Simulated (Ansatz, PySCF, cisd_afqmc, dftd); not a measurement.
Species: P2, charge 0, singlet. P2 (phosphanylidynephosphane, SMILES P#P).
B3LYP-D3(BJ)/def2-TZVP minimum from Ansatz (an electronic-structure program):
```xyz
2

P      0.0000     0.0000    -0.9447
P      0.0000     0.0000     0.9447
```
Charge 0, spin multiplicity 1.

Quantity: enthalpy of formation at 298 K (by atomisation, with ideal-gas terms from PySCF's Hessian at B3LYP-D3(BJ)/def2-TZVP and the atoms' measured values of the G2/97 table; no spin-orbit terms), in kcal/mol. UHF or UKS for unpaired electrons; spin-orbit terms are left out. Cores are frozen in correlated methods. Rows without X2C or -DK are non-relativistic. AFQMC/CISD: phaseless, guided by CISD from CCSD amplitudes; bars are statistical, one sigma. Outlying blocks are dropped, and bars are widened where a walk drifts. Over all cases where full CI ran beside it in this data, AFQMC minus full CI had a median of +0.1 mEh and passed +0.4 mEh in a tenth of the cases. CBS(X,Y): correlation extrapolated as X^-3, Hartree-Fock from the larger set (Q,5: extrapolated as (X+1)exp(-9√X)). A bracket is a step between two methods taken in the basis named. Functionals run without relativity, which enters their misses. Double hybrids freeze cores in their MP2 part. '+ core + X2C': CCSD(T) terms for core correlation (cc-pwCVTZ, 1s frozen past Ne) and scalar relativity (cc-pVTZ-DK). The restricted determinant of P2 (P#P, singlet) is unstable towards broken spin symmetry in at least one set run.

Measured: 34.3 kcal/mol, 143.5 kJ/mol (G2/97 table in ASE (Curtiss et al.)).

| level | program | enthalpy of formation at 298 K (kcal/mol) | error against that value |
|---|---|---|---|
| HF/cc-pV(T+d)Z | Ansatz | 113.6 | 79.3 |
| HF/CBS(cc-pV(Q+d)Z,cc-pV(5+d)Z) | Ansatz | 112.8 | 78.5 |
| r2SCAN-D3(BJ)/def2-TZVPD | Ansatz + dftd3 | 38.3 | 4.0 |
| B3LYP-D3(BJ)/def2-TZVPD | Ansatz + dftd3 | 33.2 | -1.1 |
| PBE0/def2-TZVPD | Ansatz | 39.7 | 5.4 |
| wB97M-V/def2-TZVPD | Ansatz | 31.8 | -2.5 |
| B2PLYP/def2-TZVPD | Ansatz | 36.1 | 1.8 |
| CCSD/CBS(cc-pV(T+d)Z,cc-pV(Q+d)Z) | Ansatz | 45.3 | 11.0 |
| CCSD/CBS(cc-pV(Q+d)Z,cc-pV(5+d)Z) | Ansatz | 45.2 | 10.9 |
| CCSD(T)/cc-pV(Q+d)Z | Ansatz | 40.1 | 5.8 |
| CCSD(T)/CBS(cc-pV(T+d)Z,cc-pV(Q+d)Z) + core + X2C | Ansatz | 35.2 | 0.9 |
| AFQMC/CISD/cc-pV(D+d)Z | cisd_afqmc | 59.2 ± 0.4 | 24.9 |
| AFQMC/CISD/cc-pV(Q+d)Z | cisd_afqmc | 40.1 ± 0.6 | 5.8 |
| CCSD(T)/CBS(cc-pV(Q+d)Z,cc-pV(5+d)Z) + [CCSDT(Q) - CCSD(T)]/cc-pV(Q+d)Z + [CCSDTQ - CCSDT(Q)]/cc-pV(D+d)Z + core + X2C | Ansatz | 34.4 | 0.1 |
| CCSD(T)/CBS(cc-pV(Q+d)Z,cc-pV(5+d)Z) + [CCSDT(Q) - CCSD(T)]/cc-pV(5+d)Z + [CCSDTQ - CCSDT(Q)]/cc-pV(D+d)Z + core + X2C | Ansatz | 34.4 | 0.1 |
